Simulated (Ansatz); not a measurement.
Compare A (`C=C/C=C\O`) with its isomer B (`C=COC=C`).

Gas-phase electronic energies from Ansatz, PBE0-D4/def2-TZVP geometries. CBS: MP2 limit from def2 TZ/QZ plus the TZ coupled-cluster correction, frozen cores. This one scheme is used for every species. DFT in def2-TZVPP. B3LYP here is the variant with VWN-RPA as its local correlation; programs differ in this. One conformer a species, not always the lowest.

A:

Z-matrix (Å, degrees):
```
C
C 1 1.334
H 1 1.085 2 121.2
H 1 1.082 2 121.5 3 180.0
C 2 1.443 1 124.9 3 0.0
H 2 1.090 1 117.1 3 -180.0
C 5 1.339 2 125.8 1 180.0
H 5 1.084 2 117.6 1 -0.0
O 7 1.347 5 127.6 2 -0.0
H 7 1.083 5 121.5 2 180.0
H 9 0.963 7 109.8 5 -0.0
```

B:

```xyz
11

C    -1.830    0.396    0.213
C    -1.057    0.483   -0.861
O     0.251    0.140   -0.959
C     0.964   -0.003    0.192
C     1.974   -0.850    0.284
H    -1.487   -0.003    1.158
H    -2.860    0.717    0.141
H    -1.422    0.841   -1.816
H     0.666    0.668    0.994
H     2.235   -1.510   -0.533
H     2.566   -0.879    1.188
```

**Question.** Which isomer does CCSD(T)/CBS put lower? Give the gap. (Estimate.)

**Answer.** Ansatz gave: A, by 12.2 kcal/mol.

**Question.** Give E(B) − E(A) in kcal/mol with PBE-D4, B2PLYP, PBE0-D4, MP2/def2-TZVPP, B3LYP-D4, HF/def2-TZVPP, r2SCAN-D4. (Estimate.)

**Answer.** Computed: PBE-D4 12.7, B2PLYP 11.8, PBE0-D4 12.6, MP2/def2-TZVPP 13.0, B3LYP-D4 11.6, HF/def2-TZVPP 10.1, r2SCAN-D4 12.6. None reverses the order clearly.

Largest T1 diagnostic: 0.013.

In def2-TZVPP, CCSD(T) changes the Hartree–Fock value by +1.6 kcal/mol (the triples alone add +0.3 kcal/mol) and MP2 by +2.9 kcal/mol.
